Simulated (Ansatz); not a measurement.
in.yaml

```yaml
crystal:
  periodic: [false, false, false]
  atoms:
    - {symbol: Al, position_ang: [0.000000, 0.000000, -0.218333]}
    - {symbol: As, position_ang: [0.000000, 0.000000, 2.020067]}
    - {symbol: H, position_ang: [0.000000, 0.000000, -1.801733]}
basis:
  gaussian: {orbitals: cc-pVDZ}
total_charge: 1
magnetization: {spin_polarized: false}
correlation: {method: bccd_t, electrons: outside_noble_gas}
```

```sh
$ ansatz run in.yaml --threads 1 --pin off --events-out ev --progress --plain --max-ram 2393MiB
```

Output:

```
553 factors; integrals over basis functions are off by at most 1.0e-3 eV
mean field evaluation 1: about -67384.1684 eV, gradient 9.6e0 eV
mean field evaluation 2: about -67384.1700 eV, gradient 9.6e0 eV
mean field evaluation 4: about -67384.6312 eV, gradient 9.5e-1 eV
mean field evaluation 8: about -67384.6387 eV, gradient 4.2e-3 eV
mean field evaluation 16: about -67384.6365 eV, gradient 1.8e-1 eV
mean field evaluation 32: about -67384.6378 eV, gradient 4.2e-1 eV
mean field -67384.63873521 eV, -2476.3397985705 hartree, gradient 2.4e-6 eV, S^2 0.000000; 2 other end points of the search recorded, 0 dependent functions left out; unrestricted orbitals would lower it
mean field evaluation 64: about -67384.9523 eV, gradient 5.8e0 eV
unrestricted determinant -67385.86846787 eV, -2476.3849904122 hartree, S^2 1.0167
19 core orbitals not correlated: weight in the atoms' cores, before any rotation towards them, 1.000 or more for the frozen orbitals, at most 0.000 for the correlated occupied ones
reference -67384.63873521 eV, -2476.3397985705 hartree; 4, 4 occupied and 27, 27 virtual orbitals, 553 factors
second order -3.21676036 eV of doubles, -0.00000000 eV of singles
cycle   1  -3.81347154 eV  change   -6.0e-1 eV  update   7.7e-2
cycle   2  -4.06172701 eV  change   -2.5e-1 eV  update   3.6e-2
cycle   3  -4.10392716 eV  change   -4.2e-2 eV  update   2.0e-2
cycle   4  -4.10714354 eV  change   -3.2e-3 eV  update   1.4e-2
cycle   5  -4.12119937 eV  change   -1.4e-2 eV  update   9.9e-3
cycle   6  -4.12895793 eV  change   -7.8e-3 eV  update   5.7e-3
cycle   7  -4.13359905 eV  change   -4.6e-3 eV  update   2.6e-3
cycle   8  -4.13524141 eV  change   -1.6e-3 eV  update   1.1e-3
cycle   9  -4.13459382 eV  change    6.5e-4 eV  update   4.0e-4
cycle  10  -4.13470499 eV  change   -1.1e-4 eV  update   1.6e-4
cycle  11  -4.13470998 eV  change   -5.0e-6 eV  update   7.0e-5
cycle  12  -4.13469127 eV  change    1.9e-5 eV  update   2.2e-5
cycle  13  -4.13468477 eV  change    6.5e-6 eV  update   9.2e-6
cycle  14  -4.13467517 eV  change    9.6e-6 eV  update   3.8e-6
perturbative correction -0.16349368 eV, -0.0060082818 hartree
Total energy: -67388.93690406 eV, -2476.4977533623 hartree
```

Ran on 1 thread of Intel Xeon Platinum 8488C, shared host: 1.9 s wall, 0.1 GiB peak host memory.
